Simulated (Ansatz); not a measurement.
# HO2Si: the cost of one run

Computed with Ansatz 0.2.0, Gaussian basis. Level: def2-QZVPP, core rule «outside noble gas», up to 7 orbitals frozen.

To be run: UHF; ROHF; CCSD(T) on UHF.

2 further runs of the same task are left out: 2 set aside as unsound or not needed. Runs told in other sessions of the task aren't counted.

## Step 1: What is computed

The geometry is a PBE0/def2-TZVP stationary point (not a proven minimum) of the parent state, kept for this charge and spin.

4 atoms, charge 0, spin multiplicity 4.

Atoms are counted from 1 here; the program's logs count them from 0.

Bond lengths: O1–Si3 1.627 Å, O1–H4 0.965 Å, O2–Si3 1.525 Å. Angles: Si3–O1–H4 116.9°, O1–Si3–O2 127.5°.

Geometry (Å):

```
O     0.00000    0.19986    1.43463
O     0.00000    0.40663   -1.38515
Si    0.00000   -0.38711   -0.08316
H     0.00000    1.15946    1.53180
```

## Step 2: UHF

The input, in.yaml:

```yaml
crystal:
  periodic: [false, false, false]
  atoms:
    - {symbol: O, position_ang: [0.000000, 0.199858, 1.434628]}
    - {symbol: O, position_ang: [0.000000, 0.406627, -1.385152]}
    - {symbol: Si, position_ang: [0.000000, -0.387106, -0.083158]}
    - {symbol: H, position_ang: [0.000000, 1.159459, 1.531796]}
basis:
  gaussian: {orbitals: "def2-QZVPP.json"}
magnetization: {spin_polarized: true, initial_magnetization: 3}
hamiltonian: {xc: hf}
output: {orbitals: {seedname: orbitals}}
```

The run is started by

```console
$ ansatz run in.yaml --threads 1 --pin off --events-out ev --progress --plain --max-ram 2393MiB
```

Q: Estimate wall time and peak memory on 1 thread of Arm Neoverse V2, shared host.

About 31 s, with a peak of 0.52 GiB.
